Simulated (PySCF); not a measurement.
All of these have the formula C4H5N. Method used: PySCF, TDDFT B3LYP/def2-SVPD, vertical, gas phase, core orbitals frozen in the response. Geometries: PBE0-D3(BJ)/def2-SVP; one conformer of each isolated species. Triplets are in the Tamm–Dancoff approximation.

A. `c1cc[nH]c1`
B. `C/C=C\C#N`
C. `C#C/C=N/C`

Lowest singlet levels (six at most, fewer where fewer were computed) with oscillator strengths:

1. 4.40 eV (f 0.001); 5.07 eV (f 0.000); 5.57 eV (f 0.274); 6.41 eV (f 0.000); 6.81 eV (f 0.018); 7.29 eV (f 0.031); T1 3.63 eV
2. 5.45 eV (f 0.000); 6.32 eV (f 0.002); 6.46 eV (f 0.162); 6.46 eV (f 0.003); 6.48 eV (f 0.034); 6.54 eV (f 0.001); T1 4.36 eV
3. 6.08 eV (f 0.350); 6.24 eV (f 0.001); 6.57 eV (f 0.002); 7.23 eV (f 0.009); 7.36 eV (f 0.000); 7.78 eV (f 0.112); T1 3.69 eV

Question: Match each spectrum to its molecule.

Answer: 1 = C, 2 = A, 3 = B.
- A: S1 at 5.45 eV, HOMO→LUMO (100%); Löwdin shares by element: HOMO carbon 84% (atoms not listed hold the other 16%); LUMO hydrogen 34% or more, carbon 29% or more, nitrogen 11% (atoms not listed hold the other 25%); HOMO -5.94 and LUMO 0.50 eV; point group C2v, 1 of its 6 listed states under f = 0.0005.
- B: S1 at 6.08 eV, HOMO→LUMO (90%); Löwdin shares by element: HOMO carbon 65% or more, nitrogen 20%; LUMO carbon 68% or more, nitrogen 16% (atoms not listed hold the other 16%); HOMO -7.77 and LUMO -1.66 eV.
- C: S1 at 4.40 eV, HOMO→LUMO (99%); Löwdin shares by element: HOMO nitrogen 62%, carbon 24% or more, hydrogen 5% or more; LUMO carbon 56% or more, nitrogen 30%; HOMO -7.45 and LUMO -1.61 eV; point group Cs, 2 of its 6 listed states under f = 0.0005.
